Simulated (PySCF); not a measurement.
# Atomic charges by several schemes

3-methylcyclopentene, C₆H₁₀.
SMILES with atom numbers: `[CH3:1][C@H:2]1[CH:3]=[CH:4][CH2:5][CH2:6]1` (hydrogens: H7, H8, H9 on C1; H10 on C2; H11 on C3; H12 on C4; H13, H14 on C5; H15, H16 on C6)

Cartesian coordinates in Å at the PBE0-D3(BJ)/def2-SVP level; atoms count from 1:
```
atom  x, y, z in Å
C1     2.0202    0.0318    0.0907
C2     0.5645   -0.0830    0.5220
C3    -0.2163    1.2063    0.4626
C4    -1.4401    1.0334   -0.0452
C5    -1.6924   -0.4044   -0.4063
C6    -0.2833   -1.0184   -0.3652
H7     2.5844    0.7106    0.7493
H8     2.5208   -0.9489    0.1159
H9     2.0929    0.4223   -0.9373
H10    0.5485   -0.4472    1.5692
H11    0.1802    2.1540    0.8379
H12   -2.1943    1.8182   -0.1468
H13   -2.3688   -0.8711    0.3345
H14   -2.1843   -0.5257   -1.3854
H15   -0.2734   -2.0615   -0.0155
H16    0.1431   -1.0147   -1.3825
```

Density: PBE0/pcSseg-1 (PySCF); schemes: Mulliken, IAO, Hirshfeld and ESP-fitted. Isolated species at its PBE0-D3(BJ)/def2-SVP geometry (one conformer only).

Problem. Give the atomic charges in each scheme.

Solution. In e; atoms taken as equivalent share a row and are averaged (×n: the atom named and its like, n in all):

| atom | environment | Mulliken | IAO | Hirshfeld | ESP-fitted |
| --- | --- | --- | --- | --- | --- |
| C1 | methyl carbon | -0.222 | -0.408 | -0.117 | -0.638 |
| C2 | allylic carbon | -0.312 | -0.104 | -0.023 | +0.494 |
| C3 | alkene CH carbon | -0.093 | -0.163 | -0.053 | -0.443 |
| C4 | alkene CH carbon | -0.160 | -0.157 | -0.052 | -0.130 |
| C5 | allylic carbon | -0.184 | -0.263 | -0.071 | -0.046 |
| C6 | ring CH2 carbon | -0.181 | -0.253 | -0.066 | -0.189 |
| H7/H8/H9 | methyl hydrogen | +0.113 | +0.134 | +0.038 | +0.150 |
| H10 | methine hydrogen | +0.133 | +0.128 | +0.033 | -0.021 |
| H11 | vinylic hydrogen | +0.090 | +0.141 | +0.045 | +0.187 |
| H12 | vinylic hydrogen | +0.092 | +0.144 | +0.046 | +0.125 |
| H13 | methylene hydrogen | +0.131 | +0.135 | +0.036 | +0.050 |
| H14 | methylene hydrogen | +0.128 | +0.136 | +0.038 | +0.053 |
| H15 | methylene hydrogen | +0.120 | +0.133 | +0.037 | +0.036 |
| H16 | methylene hydrogen | +0.117 | +0.128 | +0.034 | +0.072 |

Mean size of the charges over all atoms: ESP-fitted 0.183 e, IAO 0.169 e, Mulliken 0.144 e, Hirshfeld 0.048 e. Each set sums to the total charge, 0, to within 0.001 e. The Hirshfeld scheme divides the density at each point in proportion to the densities of the neutral, spherically averaged free atoms. The ESP scheme is a least-squares fit of atom-centred charges to the potential on four shells outside the van der Waals surface, with the total charge fixed.

Some averages cover members that differ in this geometry: H7/H8/H9, ESP-fitted +0.131 to +0.163 e.

Lowest charge. The schemes don't all agree: Mulliken C2 (-0.312); IAO C1 (-0.408); Hirshfeld C1 (-0.117); ESP-fitted C1 (-0.638).

Highest charge. The schemes don't all agree: Mulliken H10 (+0.133); IAO H12 (+0.144); Hirshfeld H12 (+0.046); ESP-fitted C2 (+0.494).

Problem. Sum the charges by element.

Solution. 
```tsv
element	atoms	Mulliken	IAO	Hirshfeld	ESP-fitted
C	6	-1.152	-1.348	-0.381	-0.952
H	10	+1.152	+1.348	+0.382	+0.953
```

Problem. How many electrons does the Hirshfeld scheme count on C4?

Solution. Z − q = 6 − (-0.052) = 6.052.

Problem. How closely do the schemes follow one another over all atoms?

Solution. Correlation coefficient and root-mean-square difference: IAO with Hirshfeld 1.00, 0.132 e; Mulliken with IAO 0.90, 0.080 e; Mulliken with Hirshfeld 0.89, 0.111 e; Hirshfeld with ESP-fitted 0.69, 0.221 e; IAO with ESP-fitted 0.66, 0.192 e; Mulliken with ESP-fitted 0.31, 0.253 e.
